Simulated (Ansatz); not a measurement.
A nudged elastic band was laid between two geometries of BH4N (6 atoms, charge 0, multiplicity 1).

Computed with RKS PBE-D4/def2-SVP (Ansatz).

| Item | Value |
| --- | --- |
| movable images | 7 |
| climbing image | yes |
| spring | 5.0 eV/Å² |
| optimiser | quadratic models (default) |
| start path | through a guess of the saddle point |
| force threshold | 0.05 eV/Å |
| iteration limit | 60 |
| end points | relaxed |

Initial state:

```xyz
6
Properties=species:S:1:pos:R:3
B 0.434 0.016 0.108
N 0.724 -0.016 1.473
H 0.013 -0.138 2.195
H 1.668 0.080 1.849
H 1.346 0.166 -0.685
H -0.722 -0.107 -0.252
```

Final state:

```xyz
6
Properties=species:S:1:pos:R:3
B 0.071 0.366 -0.331
N 0.926 -0.143 1.002
H 0.548 -0.742 1.784
H 1.183 0.782 1.402
H 1.825 -0.539 0.697
H -1.089 0.277 0.133
```

Q: What changes between the two ends?

A: Bonds broken: B1–H5. Bonds formed: N2–H5.

Q: What energy profile does the band end with?

A: The forces met the threshold. The highest image is number 5 of 0 to 8, 4.69 eV above the first end and 0.21 eV above the last; the last end lies 4.48 eV above the first. Beside the main top the profile has a ripple of under 15 meV (maxima at images 5, 7), which may be a very shallow well or noise. Neighbouring images differ by up to 1.8 eV, so the band resolves the path poorly. A vibrational analysis at the climbing image gives one clearly imaginary mode, 1153i cm⁻¹: a first-order saddle point. The orbitals stay closed-shell, which can raise the energy where a bond breaks towards radicals; this wasn't checked here.

| image | path coordinate (Å) | energy (eV) | B1–H5 (Å) | N2–H5 (Å) |
| --- | --- | --- | --- | --- |
| 0 | 0.00 | 0.00 | 1.22 | 2.25 |
| 1 | 0.35 | 0.17 | 1.21 | 2.15 |
| 2 | 0.70 | 0.78 | 1.21 | 2.00 |
| 3 | 1.05 | 2.08 | 1.24 | 1.75 |
| 4 | 1.39 | 3.85 | 1.36 | 1.44 |
| 5 | 1.74 | 4.69 | 1.59 | 1.14 |
| 6 | 2.17 | 4.48 | 2.05 | 1.04 |
| 7 | 2.59 | 4.48 | 2.16 | 1.03 |
| 8 | 3.02 | 4.48 | 2.23 | 1.03 |

Q: What is the geometry of the highest image?

A: 
```xyz
6
Properties=species:S:1:pos:R:3
B 0.212 0.519 -0.130
N 0.812 -0.016 1.187
H 0.352 -0.589 1.955
H 1.581 0.539 1.583
H 1.406 -0.442 0.306
H -0.899 -0.011 -0.213
```

The run took 87 s on 1 thread of Arm Neoverse V1, with other jobs on the host, peak memory 0.094 GiB.
